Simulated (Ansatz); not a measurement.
**Worked example: correlation energy of SiAs⁺, triplet**

Geometry: a PBE0/def2-TZVP stationary point for this spin.

```xyz
2

Si    0.0000    0.0000    0.0000
As    0.0000    0.0000    2.3242
```

Basis cc-pVDZ; Ansatz 0.2.0. Only valence electrons are correlated (noble-gas cores and the filled d shells of p-block atoms frozen), which leaves 8 electrons in 26 orbitals. R marks a restricted (for open shells ROHF) determinant. No spin–orbit coupling is included, and no scalar relativity.

Full CI is exact within this basis and frozen core; it isn't the basis-set limit.

RCCSD has a T1 diagnostic of 0.030 and a largest doubles amplitude of 0.07.

Runs differ by some tens of microhartree through their thresholds and, for an open shell, their frozen cores, so steps under 0.03 kcal/mol mean nothing.

Here the R and U totals at CCSDTQ differ by 0.11 kcal/mol, a measure of how far such totals hang on the determinant and its frozen core.

| level | total energy (hartree) |
| --- | --- |
| RHF | -2522.778895 |
| RMP2 | -2522.903734 |
| RCCSD | -2522.935915 |
| RCCSD(T) | -2522.941990 |
| RCCSDT | -2522.943469 |
| RCCSDT(Q) | -2522.943859 |
| RCCSDTQ | -2522.943903 |
| full CI | -2522.943912 |

**Question.** What is the correlation energy at full CI, and what share of it do RMP2 and RCCSDT recover?

**Answer.** E(corr) = -2522.943912 − (-2522.778895) = -0.165017 hartree = -4.490 eV. RMP2: -0.124839 / -0.165017 = 75.65 %. RCCSDT: -0.164574 / -0.165017 = 99.73 %.

**Question.** By how many kcal/mol does RCCSD(T) miss full CI (1 hartree = 627.509 kcal/mol), and which steps make up the rest?

**Answer.** -2522.941990 − (-2522.943912) = 0.001922 hartree = 1.21 kcal/mol. Steps: RCCSDT − RCCSD(T) = -0.93, RCCSDT(Q) − RCCSDT = -0.24, RCCSDTQ − RCCSDT(Q) = -0.03, full CI − RCCSDTQ = -0.01 kcal/mol. Differences between like states or geometries often cancel part of this.
